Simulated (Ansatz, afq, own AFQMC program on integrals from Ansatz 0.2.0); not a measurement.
## AlBH2, singlet: AFQMC among the cluster methods

```xyz
4

B     0.0000    0.0000    2.0789
Al    0.0000    0.0000   -1.0381
H     0.0000    1.0050    2.7455
H     0.0000   -1.0050    2.7455
```

Connectivity, by distances: BH2 ··· Al.

Basis cc-pVDZ. Noble-gas cores (and the filled d shells of Ga–Kr and In–Xe) are frozen. Ansatz 0.2.0 and our own AFQMC program on the same integrals; the CISD trial comes from CCSD amplitudes, and released means the phaseless constraint is let go. ± is one standard error of the sampling.

Determinant: RHF, the one that the program's search chose, which needn't be the lowest solution. The geometry is a point of a scan.

No full CI on the walks' own integrals is used here; CCSDT(Q) serves as the reference and is uncertain by about the last step of the cluster series.

Cautions: higher spins were not checked; restricted determinant unstable towards unrestricted (UHF 66 meV lower, ⟨S²⟩ 0.38).

```
T1 diagnostic                               : 0.0166
weight of the determinant in the CISD state : 0.853
size of the correlated space                : 8 electrons in 36 orbitals
```

Reference: CCSDT(Q), correlation energy -4.715 eV. The released energy is read at 2.40 1/Eh (meV from the phaseless value at times in 1/Eh: -10 ± 14 at 0.24, -10 ± 13 at 0.51, 0 ± 13 at 0.99, -12 ± 12 at 1.62, -8 ± 12 at 2.40).

```tsv
level	E − E(reference) (meV)	share of correlation (%)
HF	4715.5	0.00
MP2	1253.2	73.42
CCSD	175.7	96.27
CCSD(T)	43.0	99.09
CCSDT	8.3	99.82
ph-AFQMC/HF	-9.7 ± 54.0	100.21
ph-AFQMC/CISD	20.5 ± 11.0	99.56
released AFQMC	12.9 ± 12.4	99.73
```

A walk keeps the symmetry of its determinant, which the program's search chose and which needn't be the lowest solution, so a lower state of the same spin and another symmetry isn't excluded. Released energies are given only where the last usable release times agree within the noise; a slower fall can still hide under it.
